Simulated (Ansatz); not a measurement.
**NH4⁺, singlet in cc-pVDZ: errors against RCCSDT(Q)**

Geometry: a point of a breathe scan, not a stationary point.

```json
{"atom": "N", "x (Å)": "0.0000", "y (Å)": "0.0000", "z (Å)": "0.0000"}
{"atom": "H", "x (Å)": "0.5101", "y (Å)": "0.5117", "z (Å)": "0.5099"}
{"atom": "H", "x (Å)": "-0.5123", "y (Å)": "-0.5082", "z (Å)": "0.5112"}
{"atom": "H", "x (Å)": "-0.5089", "y (Å)": "0.5094", "z (Å)": "-0.5134"}
{"atom": "H", "x (Å)": "0.5111", "y (Å)": "-0.5129", "z (Å)": "-0.5077"}
```

Basis cc-pVDZ; Ansatz 0.2.0. Only valence electrons are correlated (noble-gas cores frozen), which leaves 8 electrons in 33 orbitals. R marks a restricted (for open shells ROHF) determinant. Active spaces: valence = (8e, 8o) chosen from the atoms' valence shells; pair = (2e, 2o) about the gap.

Full CI isn't at hand for all of this; RCCSDT(Q) serves as the reference, and is uncertain by about the last step of the cluster series.

* UHF ⟨S²⟩: 0.000
* T1 diagnostic (RCCSD): 0.0040
* largest doubles amplitude (RCCSD): 0.027

From what is known of these methods and the diagnostics, rank them by the size of their error in total energy against RCCSDT(Q) in cc-pVDZ, smallest first (an estimate: the text doesn't fix the numbers).
A. MRCISD (pair space)
B. NEVPT2 (valence space)
C. RCCSD
D. NEVPT2 (pair space)
E. MRCISD+Q (pair space)

E (1.2 kJ/mol), C (8.7 kJ/mol), A (21.7 kJ/mol), D (55.3 kJ/mol), B (65.2 kJ/mol).

All errors are against RCCSDT(Q) in cc-pVDZ. Within each family the higher level lies nearer, as is usual though not guaranteed.

Natural occupations of CASSCF (valence space) about the gap: 1.990 1.986 1.986 1.986 0.014 0.014 0.014 0.011; effectively unpaired electrons, Σ n²(2−n)², 0.01.
